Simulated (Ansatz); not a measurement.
# bcc Li

Level of theory: PBE (Ansatz, a first-principles code, plane waves, PAW).

Settings: plane-wave cutoff 520 eV, 18×18×18 k mesh, Fermi–Dirac smearing 0.1 eV, perturbation theory, force constants from a 6×6×6 q mesh, scalar-relativistic PAW data made under PBE.

Cell: relaxed at this level.

```json
{
 "zero_point_energy": "0.040 eV/atom"
}
```

Cost on a shared machine: roughly 6 core-minutes.
